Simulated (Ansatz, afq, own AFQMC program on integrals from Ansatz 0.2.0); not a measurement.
## BH₄⁻, singlet: AFQMC among the cluster methods

```xyz
5

B     0.0000    0.0000    0.0000
H     0.6942    1.0120    0.2210
H     0.7374   -1.0032   -0.0681
H    -0.6097    0.1416   -1.0785
H    -0.8219   -0.1504    0.9256
```

Basis def2-TZVPD. Noble-gas cores (and the filled d shells of Ga–Kr and In–Xe) are frozen. Integrals, coupled cluster, full CI and functionals: Ansatz 0.2.0; the random walks run on the same integrals in our own AFQMC program. ph-AFQMC/CISD is guided by a CISD state made of CCSD amplitudes; releasing the constraint for a short imaginary time cuts its bias at the price of noise, slowly where states lie close. Error bars are statistical, one sigma.

Determinant: RHF, the one that the program's search chose, which needn't be the lowest solution. The geometry is a PBE0/def2-SVP stationary point of this or a neighbouring charge and spin state.

No full CI on the walks' own integrals is used here; CCSDT(Q) serves as the reference and is uncertain by about the last step of the cluster series.

```
T1 diagnostic                               : 0.0113
weight of the determinant in the CISD state : 0.914
size of the correlated space                : 8 electrons in 72 orbitals
```

```
  level  correlation energy (eV)
    MP2                  -4.2694
   CCSD                  -4.9966
CCSD(T)                  -5.1408
```

(1) Estimate where phaseless AFQMC with a CISD trial lies against CCSD(T) on the same integrals.

(1) 17.8 ± 2.2 meV below CCSD(T).

Reference: CCSDT(Q), correlation energy -5.162 eV. The released energy is read at 2.40 1/Eh (meV from the phaseless value at times in 1/Eh: -2.7 ± 2.1 at 0.24, -3.6 ± 2.0 at 0.51, -5.2 ± 1.7 at 0.99, -2.7 ± 1.9 at 1.62, -4.3 ± 2.2 at 2.40).

```
         level  E − E(reference) (meV)  share of correlation (%)
       CCSD(T)                    20.7                     99.60
         CCSDT                     3.1                     99.94
 ph-AFQMC/CISD               2.9 ± 2.2                     99.94
released AFQMC              -1.4 ± 2.2                    100.03
```

Released energies are given only where the last usable release times agree within the noise; a slower fall can still hide under it.
